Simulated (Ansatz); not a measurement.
# HNOS: basis-set convergence

Aim: see how fast density functionals and correlated methods converge with the basis set for HNOS.

Computed with Ansatz 0.2.0, Gaussian basis. Level: one geometry, several basis sets.

Levels to be run: PBE0-D4/def2-SVP; ωB97M-V/def2-SVP; PBE0-D4/def2-QZVPP; ωB97M-V/def2-QZVPP; CCSD(T)/cc-pV(D+d)Z; CCSD(T)/cc-pV(T+d)Z; CCSD(T)/cc-pV(Q+d)Z; the functionals' def2-TZVPP values are taken from earlier runs.

## Step 1: The relaxed structure

The geometry comes from an earlier relaxation with PBE0-D4 in a triple-zeta def2 set; it is a stationary point.

SMILES `N=S=O`, 4 atoms, charge 0, spin multiplicity 1.

Atoms are counted from 1 here; the program's logs count them from 0.

Bond lengths: N1–S2 1.505 Å, N1–H4 1.021 Å, S2–O3 1.449 Å. Angles: S2–N1–H4 117.0°, N1–S2–O3 120.2°.

## Step 2: PBE0-D4 in def2-SVP

File in.yaml:

```yaml
crystal:
  periodic: [false, false, false]
  atoms:
    - {symbol: N, position_ang: [0.415937, 0.839564, -0.290704]}
    - {symbol: S, position_ang: [0.620591, -0.509230, 0.344193]}
    - {symbol: O, position_ang: [-0.501693, -1.407013, 0.524985]}
    - {symbol: H, position_ang: [-0.534835, 1.076688, -0.578463]}
basis:
  gaussian: {orbitals: def2-SVP}
hamiltonian: {xc: pbe0, dispersion: d4}
output: {orbitals: {seedname: orbitals}}
```

On the command line:

```console
> ansatz run in.yaml --threads 2 --pin off --events-out ev --progress --plain --max-ram 32768MiB --backend cpu
```

Further steps of the session: ωB97M-V in def2-SVP; PBE0-D4 in def2-QZVPP; ωB97M-V in def2-QZVPP; CCSD(T) in cc-pV(D+d)Z; CCSD(T) in cc-pV(T+d)Z; CCSD(T) in cc-pV(Q+d)Z.

**Question.** What will the summary of the whole plan be? Wanted: MP2 correlation recovered, cc-pV(D+d)Z; MP2 correlation recovered, cc-pV(T+d)Z; MP2 correlation recovered, cc-pV(Q+d)Z; CCSD(T) limit from def2 sets; PBE0-D4: double and triple zeta above quadruple; ωB97M-V: double and triple zeta above quadruple.

**Answer**, as computed:

```
                                                                 quantity          value
                                   MP2 correlation recovered, cc-pV(D+d)Z         70.2 %
                                   MP2 correlation recovered, cc-pV(T+d)Z         88.2 %
                                   MP2 correlation recovered, cc-pV(Q+d)Z         95.1 %
CCSD(T) limit from def2 sets (earlier runs) less the limit of this series        -41 meV
                          PBE0-D4: double and triple zeta above quadruple  9.58, 0.59 eV
                          ωB97M-V: double and triple zeta above quadruple  9.69, 0.56 eV
```

PBE0-D4 gains 8.99 eV from double to triple zeta, then 0.59 eV more. Correlation climbs from 70 % (cc-pV(D+d)Z) to 95 % (cc-pV(Q+d)Z) of the limit; Hartree-Fock is 0.130 eV from its own by then. A limit from the def2 sets, made apart, differs by 41 meV, a least measure of the doubt on such a limit. Total energies overstate the basis error of differences, where much of it tends to cancel.
